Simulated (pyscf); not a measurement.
Cl–SiH₂–Cl (SMILES Cl[SiH2]Cl) + H• (SMILES [H]) → Cl–SiH₂–Cl (SMILES Cl[SiH2]Cl) + H• (SMILES [H]) (substitution at Si; doublet surface; H–Si broken, H–Si formed). PySCF, gas phase, ωB97X-D3(BJ)/def2-SVP geometries. MP2 and CC: frozen core, UHF for open shells. ΔMP2 is the change of the MP2 total energy from the triple- to the quadruple-zeta basis. Energies in eV from the separated reactants.

```tsv
level	barrier	reaction energy
PBE/def2-TZVP	0.28	0.00
M06-2X/def2-TZVP	0.60	0.00
HF/def2-TZVP	1.25	0.00
MP2/def2-QZVPP	0.74	0.00
CCSD/def2-TZVPP	0.68	0.00
CCSD(T)/def2-TZVPP	0.63	0.00
CCSD(T)/def2-TZVPP + ΔMP2(QZVPP)	(withheld)	0.00
```

Question: Some entries are withheld; supply them.

Answer: 
- CCSD(T)/def2-TZVPP + ΔMP2(QZVPP), barrier: 0.59

The same reactants have a lower exit, to Cl–SiH•–Cl + H₂ (barrier +0.21 eV at ωB97M-D3(BJ), against +0.55 eV here). One saddle was located; it need not be the lowest between these sides. The angle at the attacked Si is 58° (front-side attack). The CCSD(T) − MP2 part came from Ansatz, without density fitting, on the same reference.
